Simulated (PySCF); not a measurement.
**Vibration and rotation of NH**

UHF-CCSD(T) constants of NH, ³Σ⁻ (triplet), unpaired electrons π ↑↑ (basis H def2-TZVPPD, N def2-TZVPPD; no relativity; PySCF 2.14; masses 1.0078 and 14.0031 u):

| Quantity | Value |
| --- | --- |
| ωe | 3272.9 cm⁻¹ |
| ωexe | 78.7 cm⁻¹ |
| Be | 16.615 cm⁻¹ |
| αe | 0.652 cm⁻¹ |
| D (centrifugal) | 0.00171 cm⁻¹ |
| De to H + N | 3.47 eV |

Give the vibrational terms G(v) and spacings up to v = 5.

G(v) = ωe(v+½) − ωexe(v+½)².

```json
{"v": "0", "G(v) (cm⁻¹)": "1617", "G(v) − G(v−1)": "", "Bv (cm⁻¹)": "16.29"}
{"v": "1", "G(v) (cm⁻¹)": "4732", "G(v) − G(v−1)": "3116", "Bv (cm⁻¹)": "15.64"}
{"v": "2", "G(v) (cm⁻¹)": "7690", "G(v) − G(v−1)": "2958", "Bv (cm⁻¹)": "14.98"}
{"v": "3", "G(v) (cm⁻¹)": "10491", "G(v) − G(v−1)": "2801", "Bv (cm⁻¹)": "14.33"}
{"v": "4", "G(v) (cm⁻¹)": "13134", "G(v) − G(v−1)": "2643", "Bv (cm⁻¹)": "13.68"}
{"v": "5", "G(v) (cm⁻¹)": "15620", "G(v) − G(v−1)": "2486", "Bv (cm⁻¹)": "13.03"}
```

How well does the Morse estimate ωe²/(4ωexe) reproduce De, and what is D0?

It gives 4.22 eV, 122 % of the computed De. D0 = De − G(0) = 3.47 − 0.20 = 3.27 eV.

Measured values (Huber and Herzberg, Constants of Diatomic Molecules (1979)): ωe = 3282.27 cm⁻¹, ωexe = 78.35 cm⁻¹, Be = 16.6993 cm⁻¹, αe = 0.649 cm⁻¹.

Correlated steps freeze 1 core orbital. The state was picked by a PBE0 search and need not be the measured ground state.
